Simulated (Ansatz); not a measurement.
Input file:

```yaml
crystal:
  periodic: [false, false, false]
  atoms:
    - {symbol: N, position_ang: [0.000000, 0.000000, 0.000000]}
    - {symbol: S, position_ang: [0.000000, 0.000000, 1.321000]}
basis:
  gaussian: {orbitals: def2-SVPD}
magnetization: {spin_polarized: true, initial_magnetization: 7}
hamiltonian: {pseudopotentials: {relativity: scalar}}
correlation: {method: mp2, electrons: outside_noble_gas}
```

```sh
$ ansatz run in.yaml --threads 1 --pin off --events-out ev --progress --plain --max-ram 2393MiB
```

(1) How does this run end?

Results:

(1) Converged. The settings were drawn as a stress test.
```
439 factors; integrals over basis functions are off by at most 8.7e-4 eV
mean field evaluation 1: about -12291.4897 eV, gradient 1.9e1 eV
mean field evaluation 2: about -12291.7143 eV, gradient 2.0e1 eV
mean field evaluation 4: about -12294.4837 eV, gradient 1.5e0 eV
mean field evaluation 8: about -12294.5674 eV, gradient 5.0e-1 eV
mean field evaluation 16: about -12294.6456 eV, gradient 1.6e-1 eV
mean field evaluation 32: about -12293.8986 eV, gradient 5.4e-3 eV
mean field evaluation 64: about -12294.5173 eV, gradient 9.7e-1 eV
mean field evaluation 96: about -12294.5797 eV, gradient 2.4e0 eV
mean field evaluation 128: about -12292.9597 eV, gradient 1.9e0 eV
mean field evaluation 160: about -12294.6445 eV, gradient 4.0e-1 eV
mean field -12294.64858794 eV, -451.8200019947 hartree, gradient 2.1e-6 eV, S^2 15.756280; 15 other end points of the search recorded, 0 dependent functions left out
6 core orbitals not correlated: weight in the atoms' cores, before any rotation towards them, 1.000 or more for the frozen orbitals, at most 0.000 for the correlated occupied ones
reference -12294.64858794 eV, -451.8200019947 hartree; 9, 2 occupied and 32, 39 virtual orbitals, 439 factors
second order -4.45466783 eV of doubles, -0.00000000 eV of singles
Total energy: -12299.10325577 eV, -451.9837080179 hartree
Relativity: scalar
```
